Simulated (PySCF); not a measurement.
Ionisation energy of O by level of theory

O [He] 2s2 2p4 (3P) → O⁺ [He] 2s2 2p3 (4S), as a difference of total energies. All numbers are calculated (PySCF 2.14, scalar relativity by spin-free X2C-1e, in x2c-QZVPPall). Correlated levels: valence and next inner shell: nothing frozen. The calculations carry no spin-orbit coupling.

| method | ionisation energy (eV) |
| --- | --- |
| UHF | 12.012 |
| MP2 (valence and next inner shell) | 13.407 |
| SCS-MP2 (valence and next inner shell) | 13.523 |
| CCSD (valence and next inner shell) | 13.438 |
| CCSD(T) (valence and next inner shell) | 13.487 |

Q: How much does correlation contribute at CCSD(T) (valence and next inner shell)?

A: 13.487 − (12.012) = 1.475 eV, measured against UHF.

A first-order spin-orbit estimate (lowest level to lowest level, LS coupling) adds 0.010 eV.

Errors of the correlated levels include the incompleteness of this basis.

For comparison: 13.618 eV (measured; NIST Atomic Spectra Database, ionization energies).
